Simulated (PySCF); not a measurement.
ClH.
InChI=1S/ClH/h1H

The calculation used PBE0/def2-TZVP geometry optimisation, gas phase (PySCF 2.14.0).

Masses are those of the commonest isotopes; rigid-rotor values at the optimised geometry. 

Task: What are the moment of inertia and the rotational constant?

Result: I = 1.602 u·Å², B = 505379 MHz·u·Å²/I = 315468 MHz (10.5229 cm⁻¹, or 15.140 K as hB/k). For two atoms I = μr² with μ = 0.9796 u and r = 1.2788 Å.

Task: List the first levels of a rigid rotor in a Σ state.

Result: E(J) = BJ(J+1): J = 1: 21.046, J = 2: 63.137, J = 3: 126.274, J = 4: 210.457, J = 5: 315.686, J = 6: 441.961 cm⁻¹.

Task: Where do the first rotational lines fall?

Result: The dipole is 1.26 D; J+1 ← J lies at 2B(J+1): 1 ← 0 at 630.94 GHz, 2 ← 1 at 1261.87 GHz, 3 ← 2 at 1892.81 GHz, 4 ← 3 at 2523.74 GHz, 5 ← 4 at 3154.68 GHz, 6 ← 5 at 3785.61 GHz.

Task: Estimate the classical rotational partition function at 500 K.

Result: Point group C∞v, symmetry number σ = 1; q = kT/(σhB), k/h = 20836.6 MHz/K: 33.0 at 500 K.

Stationary, but not proved a minimum. Constants of a rigid frame at the computed geometry: no zero-point averaging, no centrifugal distortion.
